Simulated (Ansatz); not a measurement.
Relaxation of BFH5N (8 atoms, charge 0, multiplicity 1), to a largest force component of 0.03 eV/Å in at most 50 steps.

The calculation used Ansatz 0.2.0, RKS LDA/6-31G*.

```xyz
8
Properties=species:S:1:pos:R:3
B 0.026 0.230 0.017
H -0.248 0.501 1.154
H 1.156 0.190 -0.414
F -0.973 0.078 -0.838
N 0.033 -2.244 1.186
H -0.618 -2.375 0.402
H 0.989 -2.233 0.816
H -0.162 -1.310 1.610
```

Problem. Where does it end, and by what steps?

Solution. The run converged. The force dipped under the threshold on the way, but the program's further checks kept it going. After 20 steps the energy has fallen by 1.209 eV; N5 moved furthest, 0.72 Å. Joined: B1–N5 (2.74 → 1.64 Å).

```json
{"step": "0", "energy less start (eV)": "0.0000", "largest force component (eV/Å)": "0.790", "accepted": "yes"}
{"step": "1", "energy less start (eV)": "-0.0424", "largest force component (eV/Å)": "1.451", "accepted": "yes"}
{"step": "2", "energy less start (eV)": "-0.1304", "largest force component (eV/Å)": "1.143", "accepted": "yes"}
{"step": "3", "energy less start (eV)": "-0.1608", "largest force component (eV/Å)": "0.790", "accepted": "yes"}
{"step": "4", "energy less start (eV)": "-0.1838", "largest force component (eV/Å)": "0.507", "accepted": "yes"}
{"step": "5", "energy less start (eV)": "-0.2278", "largest force component (eV/Å)": "0.732", "accepted": "yes"}
{"step": "6", "energy less start (eV)": "-0.3637", "largest force component (eV/Å)": "2.319", "accepted": "yes"}
{"step": "7", "energy less start (eV)": "-0.6513", "largest force component (eV/Å)": "2.682", "accepted": "yes"}
{"step": "8", "energy less start (eV)": "-1.0697", "largest force component (eV/Å)": "0.912", "accepted": "yes"}
{"step": "9", "energy less start (eV)": "-1.0690", "largest force component (eV/Å)": "1.107", "accepted": "no"}
{"step": "10", "energy less start (eV)": "-1.1306", "largest force component (eV/Å)": "0.305", "accepted": "yes"}
{"step": "11", "energy less start (eV)": "-1.1375", "largest force component (eV/Å)": "0.086", "accepted": "yes"}
{"step": "12", "energy less start (eV)": "-1.1490", "largest force component (eV/Å)": "0.192", "accepted": "yes"}
{"step": "13", "energy less start (eV)": "-1.1228", "largest force component (eV/Å)": "0.960", "accepted": "no"}
{"step": "14", "energy less start (eV)": "-1.1684", "largest force component (eV/Å)": "0.139", "accepted": "yes"}
{"step": "15", "energy less start (eV)": "-1.1833", "largest force component (eV/Å)": "0.277", "accepted": "yes"}
{"step": "16", "energy less start (eV)": "-1.2056", "largest force component (eV/Å)": "0.023", "accepted": "yes"}
{"step": "17", "energy less start (eV)": "-1.1775", "largest force component (eV/Å)": "0.716", "accepted": "no"}
{"step": "18", "energy less start (eV)": "-1.2080", "largest force component (eV/Å)": "0.057", "accepted": "yes"}
{"step": "19", "energy less start (eV)": "-1.2080", "largest force component (eV/Å)": "0.079", "accepted": "no"}
{"step": "20", "energy less start (eV)": "-1.2086", "largest force component (eV/Å)": "0.010", "accepted": "yes"}
```

```xyz
8
Properties=species:S:1:pos:R:3
B 0.033 -0.117 0.158
H 0.227 0.621 1.123
H 0.952 -0.151 -0.658
F -1.237 -0.044 -0.391
N 0.060 -1.619 0.819
H -0.121 -2.325 0.089
H 0.970 -1.822 1.260
H -0.682 -1.706 1.531
```

Whether the end is a true minimum wasn't checked by a vibrational analysis.

Time of the run: 21 s on 1 thread of Arm Neoverse V1, on a shared host, peak memory 0.12 GiB.
